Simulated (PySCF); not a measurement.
Molfile (atoms numbered from 1):
```
PS4
     RDKit          3D

  5  4  0  0  0  0  0  0  0  0999 V2000
    0.0901   -0.2886    2.1381 S   0  0  0  0  0  0  0  0  0  0  0  0
    0.0313    0.0601    0.0658 P   0  0  0  0  0  5  0  0  0  0  0  0
   -0.1869    2.1206   -0.2906 S   0  0  0  0  0  0  0  0  0  0  0  0
    1.8171   -0.6218   -0.8088 S   0  0  0  0  0  0  0  0  0  0  0  0
   -1.5984   -0.9673   -0.7760 S   0  0  0  0  0  0  0  0  0  0  0  0
  1  2  2  0
  2  3  1  0
  2  4  1  0
  2  5  1  0
M  CHG  3   3  -1   4  -1   5  -1
M  END
```

Geometry: PBE0-D3(BJ)/def2-SVP; GIAO absolute shieldings from PySCF, gas phase, non-relativistic, averaged over equivalent atoms.

At PBE0/pcSseg-1 (120 basis functions, 11 s wall time on 1 thread of an Arm Neoverse V1, shared host):
```json
{"atoms": "S1/S3/S4/S5", "σ (ppm)": "273.7"}
{"atoms": "P2", "σ (ppm)": "125.0"}
```

Problem. What do these become at KT3/pcSseg-2?

Solution. 
```
      atoms  σ at KT3/pcSseg-2  change
S1/S3/S4/S5              247.9   -25.8
         P2              158.3   +33.3
```

The largest change is at P2 (phosphorus bonded to 4 S). Cost: 215 basis functions, 22 s wall time on 1 thread of an Arm Neoverse V1, shared host.
